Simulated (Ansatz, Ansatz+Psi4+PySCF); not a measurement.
```xyz
7

C     0.0000    0.0315   -0.6953
N     0.0000    0.0705    0.7510
H     0.0000   -0.9776   -1.1599
H    -0.8819    0.5659   -1.0833
H     0.8819    0.5659   -1.0833
H    -0.8127   -0.4182    1.1206
H     0.8127   -0.4182    1.1206
```

Basis set: cc-pVTZ (spherical functions). Correlated methods keep 2 orbitals frozen. Charge 0, multiplicity 1.

Computed with Ansatz (development build ahead of 0.2.0); each method stands on the lowest determinant of its kind that the runs found. Restricted open shells among the atoms or ions are ROHF, correlated in semicanonical orbitals with singles.

(1) Give the atomization energy at this shape (free ground-state atoms in the same class of orbitals less the molecule, no zero-point energy) of singlet CH5N by RHF-MP2, RHF.

Results:

(1)

```csv
method,atomization energy
RHF-MP2,566.91 kcal/mol
RHF,419.88 kcal/mol
```
